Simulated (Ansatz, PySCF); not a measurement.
System: C₂H₅O, charge 0, doublet. C2H5O (SMILES C[CH]O, doublet).
B3LYP-D3(BJ)/def2-TZVP minimum from Ansatz (a program for electronic structure):
```
C
O 1 1.3741
H 2 0.9628 1 109.63
H 1 1.0856 2 116.67 3 -26.31
C 1 1.4793 4 121.35 2 148.14
H 5 1.0905 1 110.30 4 37.29
H 5 1.0936 6 108.40 1 -121.60
H 5 1.1007 6 107.78 7 -115.40
```
Charge 0, spin multiplicity 2.

Atomisation energy term by term, kcal/mol (programs: Ansatz). Radicals and triplets start from unrestricted determinants; spin-orbit coupling is neglected. Correlated methods leave the cores frozen. Rows without X2C or -DK are non-relativistic. CBS(X,Y): correlation extrapolated as X^-3, Hartree-Fock from the larger set. A bracket is a step between two methods taken in the basis named. '+ core + X2C': CCSD(T) terms for core correlation (cc-pwCVTZ) and scalar relativity (cc-pVTZ-DK). For partners of very few electrons the exact lower level stands in for a higher one.

| term | basis | kcal/mol |
|---|---|---|
| Hartree-Fock | cc-pVQZ | 518.48 |
| CCSD correlation | CBS(cc-pVTZ,cc-pVQZ) | 178.36 |
| (T) | CBS(cc-pVTZ,cc-pVQZ) | 10.28 |
| CCSDT(Q) - CCSD(T) | cc-pVDZ | 0.57 |
| core correlation | cc-pwCVTZ | 2.56 |
| scalar relativity | X2C, cc-pVTZ-DK | -0.64 |
| minus zero-point energy | Hessian by PySCF at B3LYP-D3(BJ)/def2-TZVP | -41.24 |
| sum: D0 |  | 668.4 |
